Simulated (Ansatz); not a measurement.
Born–Oppenheimer molecular dynamics of AlClH$_{2}$O (5 atoms, charge 0, multiplicity 1). It starts at the highest image of a converged band. Of that band: Neighbouring images differ by up to 1.8 eV, so the band resolves the path poorly. A vibrational analysis at the climbing image gives one clearly imaginary mode, 1983i cm⁻¹: a first-order saddle point.

Theory: RHF/def2-SVP (Ansatz).

- ensemble: NVE (velocity Verlet)
- time step: 0.5 fs
- steps asked: 200
- starting velocities drawn for: 100 K
- seed: 4429

Frames 0.5 fs apart, positions in Å, forces in eV/Å.

Velocities at 80.0 fs (Å/ps):

```
Al -5.92 4.99 -5.75
O 7.51 6.35 -5.74
H 67.93 -113.54 194.29
Cl -1.82 -3.37 1.30
H 35.25 -2.26 5.06
```

```xyz
5
Properties=species:S:1:pos:R:3:forces:R:3 time_fs=80.0 energy_less_start_eV=-3.185 T=8305
Al -0.285 -0.876 0.328 -1.27 1.59 1.32
O 0.271 0.515 -0.413 0.01 -0.56 -1.06
H -1.629 -1.776 -0.146 1.67 0.50 0.31
Cl 0.186 -0.389 2.427 -0.24 -1.09 -0.75
H 0.786 1.298 -0.513 -0.17 -0.45 0.18
5
Properties=species:S:1:pos:R:3:forces:R:3 time_fs=80.5 energy_less_start_eV=-3.233 T=8429
Al -0.288 -0.874 0.325 -0.98 1.63 1.61
O 0.274 0.518 -0.416 0.02 -0.53 -1.07
H -1.593 -1.832 -0.048 1.47 0.52 0.03
Cl 0.185 -0.390 2.428 -0.22 -1.02 -0.76
H 0.804 1.296 -0.510 -0.29 -0.59 0.19
5
Properties=species:S:1:pos:R:3:forces:R:3 time_fs=81.0 energy_less_start_eV=-3.250 T=8475
Al -0.291 -0.871 0.323 -0.70 1.66 1.87
O 0.278 0.521 -0.419 -0.02 -0.57 -1.06
H -1.554 -1.887 0.050 1.27 0.53 -0.23
Cl 0.184 -0.392 2.429 -0.20 -0.95 -0.77
H 0.820 1.293 -0.507 -0.35 -0.66 0.20
5
Properties=species:S:1:pos:R:3:forces:R:3 time_fs=81.5 energy_less_start_eV=-3.240 T=8449
Al -0.294 -0.868 0.320 -0.45 1.67 2.10
O 0.282 0.524 -0.423 -0.10 -0.69 -1.05
H -1.511 -1.941 0.147 1.09 0.54 -0.48
Cl 0.183 -0.394 2.429 -0.17 -0.88 -0.77
H 0.836 1.289 -0.503 -0.37 -0.65 0.19
5
Properties=species:S:1:pos:R:3:forces:R:3 time_fs=82.0 energy_less_start_eV=-3.203 T=8355
Al -0.298 -0.865 0.318 -0.23 1.66 2.30
O 0.286 0.527 -0.426 -0.24 -0.87 -1.02
H -1.466 -1.993 0.242 0.96 0.56 -0.70
Cl 0.182 -0.396 2.429 -0.15 -0.79 -0.76
H 0.851 1.282 -0.499 -0.33 -0.57 0.18
5
Properties=species:S:1:pos:R:3:forces:R:3 time_fs=82.5 energy_less_start_eV=-3.142 T=8198
Al -0.301 -0.862 0.316 -0.06 1.60 2.48
O 0.289 0.530 -0.430 -0.42 -1.10 -0.99
H -1.419 -2.044 0.337 0.86 0.62 -0.91
Cl 0.181 -0.398 2.430 -0.13 -0.69 -0.75
H 0.865 1.275 -0.494 -0.25 -0.43 0.17
5
Properties=species:S:1:pos:R:3:forces:R:3 time_fs=83.0 energy_less_start_eV=-3.058 T=7981
Al -0.304 -0.859 0.314 0.07 1.49 2.64
O 0.293 0.533 -0.433 -0.63 -1.35 -0.95
H -1.369 -2.094 0.429 0.79 0.72 -1.11
Cl 0.180 -0.400 2.430 -0.10 -0.59 -0.74
H 0.879 1.266 -0.489 -0.12 -0.26 0.16
5
Properties=species:S:1:pos:R:3:forces:R:3 time_fs=83.5 energy_less_start_eV=-2.952 T=7708
Al -0.307 -0.855 0.312 0.18 1.33 2.80
O 0.296 0.535 -0.437 -0.86 -1.61 -0.92
H -1.318 -2.141 0.518 0.74 0.84 -1.31
Cl 0.179 -0.402 2.431 -0.09 -0.49 -0.72
H 0.892 1.257 -0.484 0.02 -0.07 0.15
5
Properties=species:S:1:pos:R:3:forces:R:3 time_fs=84.0 energy_less_start_eV=-2.826 T=7384
Al -0.310 -0.852 0.311 0.27 1.15 2.96
O 0.300 0.537 -0.441 -1.06 -1.83 -0.90
H -1.264 -2.187 0.604 0.71 0.98 -1.52
Cl 0.178 -0.404 2.431 -0.07 -0.38 -0.69
H 0.906 1.248 -0.478 0.15 0.08 0.15
5
Properties=species:S:1:pos:R:3:forces:R:3 time_fs=84.5 energy_less_start_eV=-2.683 T=7016
Al -0.314 -0.848 0.309 0.37 0.94 3.11
O 0.303 0.539 -0.445 -1.22 -1.98 -0.88
H -1.210 -2.231 0.687 0.67 1.13 -1.72
Cl 0.177 -0.406 2.431 -0.06 -0.28 -0.66
H 0.919 1.238 -0.472 0.24 0.19 0.16
5
Properties=species:S:1:pos:R:3:forces:R:3 time_fs=85.0 energy_less_start_eV=-2.527 T=6613
Al -0.317 -0.844 0.309 0.47 0.72 3.26
O 0.306 0.541 -0.450 -1.31 -2.04 -0.88
H -1.153 -2.271 0.765 0.61 1.26 -1.92
Cl 0.176 -0.408 2.431 -0.05 -0.17 -0.63
H 0.934 1.230 -0.466 0.28 0.22 0.17
5
Properties=species:S:1:pos:R:3:forces:R:3 time_fs=85.5 energy_less_start_eV=-2.362 T=6187
Al -0.320 -0.841 0.308 0.59 0.52 3.39
O 0.309 0.542 -0.454 -1.33 -2.02 -0.87
H -1.095 -2.309 0.839 0.54 1.39 -2.11
Cl 0.175 -0.410 2.431 -0.04 -0.06 -0.59
H 0.949 1.222 -0.459 0.24 0.17 0.19
```

Of the whole run (100 fs, mean temperature of the second half 4848 K): The conserved energy stayed within 1.7 meV per atom of its start (net change -0.32 meV per atom), so the integration is sound. The system heated up, since it started high on the potential surface and ran downhill. A run of 0.1 ps of so small a system gives no equilibrium averages. The orbitals stay closed-shell, which can raise the energy where a bond breaks towards radicals; this wasn't checked here.

Time of the run: 100 s on 1 thread of Intel(R) Xeon(R) Platinum 8488C (Sapphire Rapids), with other jobs on the host, peak memory 0.12 GiB.
